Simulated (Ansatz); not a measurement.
in.yaml

```yaml
crystal:
  periodic: [false, false, false]
  atoms:
    - {symbol: Si, position_ang: [0.000000, 0.000000, 0.000000]}
    - {symbol: N, position_ang: [0.000000, 0.000000, 3.979000]}
basis:
  gaussian: {orbitals: cc-pVDZ}
total_charge: 1
magnetization: {spin_polarized: false, initial_magnetization: 2}
correlation: {method: fic_mrcisd_q, electrons: outside_noble_gas, active_space: {window: {electrons: 8, orbitals: 8}, shells: [{species: "N", l: s, shell: 2}, {species: "N", l: p, shell: 2}, {species: Si, l: s, shell: 3}, {species: Si, l: p, shell: 3}]}}
```

```sh
$ ansatz run in.yaml --threads 1 --pin off --events-out ev --progress --plain --max-ram 4096MiB --backend cpu
```

The program prints:

```
540 factors; integrals over basis functions are off by at most 8.6e-8 eV
mean field evaluation 1: about -9317.2032 eV, gradient 3.6e1 eV
mean field evaluation 2: about -9317.2402 eV, gradient 3.5e1 eV
mean field evaluation 4: about -9318.8321 eV, gradient 2.7e1 eV
mean field evaluation 8: about -9318.8322 eV, gradient 2.7e1 eV
mean field evaluation 16: about -9327.3489 eV, gradient 6.8e-6 eV
mean field evaluation 32: about -9328.6266 eV, gradient 7.7e-6 eV
mean field evaluation 64: about -9326.6829 eV, gradient 1.9e1 eV
mean field evaluation 96: about -9328.3693 eV, gradient 1.3e-2 eV
mean field evaluation 128: about -9328.4523 eV, gradient 1.5e-1 eV
mean field evaluation 160: about -9328.4337 eV, gradient 2.2e-1 eV
...
mean field evaluation 544: about -9328.5312 eV, gradient 2.4e-6 eV
mean field evaluation 576: about -9328.3283 eV, gradient 1.3e-1 eV
mean field evaluation 608: about -9328.6235 eV, gradient 1.2e-2 eV
mean field -9328.62662049 eV, -342.8207051327 hartree, gradient 7.7e-6 eV, S^2 2.000000; 35 other end points of the search recorded, 0 dependent functions left out
reference -9328.62662049 eV, -342.8207051327 hartree; 11, 9 occupied and 21, 23 virtual orbitals, 540 factors
state -9333.02069808 eV, -342.9821845060 hartree
contracted CI cycle   1: correlation 0.00000000 eV, 0.0000000000 hartree, residual 1.50e1 eV
contracted CI cycle   2: correlation -3.08055822 eV, -0.1132084266 hartree, residual 1.93e0 eV
contracted CI cycle   3: correlation -3.14045779 eV, -0.1154096952 hartree, residual 3.05e-1 eV
contracted CI cycle   4: correlation -3.14217159 eV, -0.1154726759 hartree, residual 5.72e-2 eV
contracted CI cycle   5: correlation -3.14223852 eV, -0.1154751356 hartree, residual 1.31e-2 eV
contracted CI cycle   6: correlation -3.14224130 eV, -0.1154752379 hartree, residual 3.62e-3 eV
contracted CI cycle   7: correlation -3.14224152 eV, -0.1154752461 hartree, residual 6.55e-4 eV
state -9333.02069808 eV, -342.9821845060 hartree; corrected -9336.33839639 eV, -343.1041076699 hartree
Total energy: -9336.33839639 eV, -343.1041076699 hartree
Checks for a lower state left out: starts, orbital_swaps
```

Natural occupations: 1.9999 1.9267 1.0165 1.0000 1.0000 0.9836 0.0370 0.0363.

For the same geometry and basis full CI lies 13.5 meV higher. By full CI's occupations no single determinant describes the state well.

Ran on 1 thread of AMD EPYC 7R13, shared host: 4.8 s wall, 0.23 GiB peak host memory.
